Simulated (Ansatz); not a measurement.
in.yaml

```yaml
crystal:
  periodic: [false, false, false]
  atoms:
    - {symbol: Al, position_ang: [0.000000, -0.483815, 0.000000]}
    - {symbol: F, position_ang: [0.000000, 0.343557, -1.423547]}
    - {symbol: F, position_ang: [0.000000, 0.343557, 1.423547]}
basis:
  gaussian: {orbitals: STO-3G}
total_charge: 1
magnetization: {spin_polarized: true, initial_magnetization: 0}
correlation: {method: ccsd, electrons: outside_noble_gas}
```

```sh
$ ansatz run in.yaml --threads 1 --pin off --events-out ev --progress --plain --max-ram 2393MiB
```

Output:

```
235 factors; integrals over basis functions are off by at most 1.9e-5 eV
mean field evaluation 1: about -11828.2954 eV, gradient 2.5e1 eV
mean field evaluation 2: about -11828.3069 eV, gradient 2.5e1 eV
mean field evaluation 4: about -11834.9774 eV, gradient 1.6e0 eV
mean field evaluation 8: about -11835.0113 eV, gradient 2.5e-2 eV
mean field evaluation 16: about -11834.9756 eV, gradient 3.9e-1 eV
mean field evaluation 32: about -11832.9749 eV, gradient 8.7e0 eV
mean field evaluation 64: about -11831.8370 eV, gradient 3.7e-4 eV
mean field evaluation 96: about -11826.7029 eV, gradient 2.9e0 eV
mean field evaluation 128: about -11824.2965 eV, gradient 3.1e-3 eV
mean field -11835.01129934 eV, -434.9286431919 hartree, gradient 1.7e-6 eV, S^2 0.000000; 6 other end points of the search recorded, 0 dependent functions left out
determinant -11835.01129934 eV, -434.9286431919 hartree, with singles and doubles -11837.66597079 eV, -435.0262005685 hartree
determinant -11831.90515926 eV, -434.8144946493 hartree, with singles and doubles -11834.52940796 eV, -434.9109340106 hartree
determinant -11831.83704402 eV, -434.8119914605 hartree, with singles and doubles -11834.31728896 eV, -434.9031387809 hartree
7 core orbitals not correlated: weight in the atoms' cores, before any rotation towards them, 1.000 or more for the frozen orbitals, at most 0.000 for the correlated occupied ones
reference -11835.01129934 eV, -434.9286431919 hartree; 8, 8 occupied and 4, 4 virtual orbitals, 235 factors
second order -2.23639602 eV of doubles, -0.00000000 eV of singles
cycle   1  -2.65337049 eV  change    1.3e-3 eV  update   2.4e-3
cycle   2  -2.65670492 eV  change   -3.3e-3 eV  update   1.6e-3
cycle   3  -2.65608713 eV  change    6.2e-4 eV  update   1.2e-3
cycle   4  -2.65626862 eV  change   -1.8e-4 eV  update   2.5e-4
cycle   5  -2.65636846 eV  change   -1.0e-4 eV  update   1.2e-4
cycle   6  -2.65643129 eV  change   -6.3e-5 eV  update   4.5e-5
cycle   7  -2.65645507 eV  change   -2.4e-5 eV  update   1.0e-5
cycle   8  -2.65645328 eV  change    1.8e-6 eV  update   3.2e-6
WARN: the results are in doubt because among natural orbitals full CI differs from the method by -0.108 eV
Total energy: -11837.66775262 eV, -435.0262660493 hartree
In doubt: among natural orbitals full CI differs from the method by -0.108 eV
```

The T1 diagnostic is 0.033.

Ran on 1 thread of Arm Neoverse V1, shared host: 0.61 s wall, 0.16 GiB peak host memory.
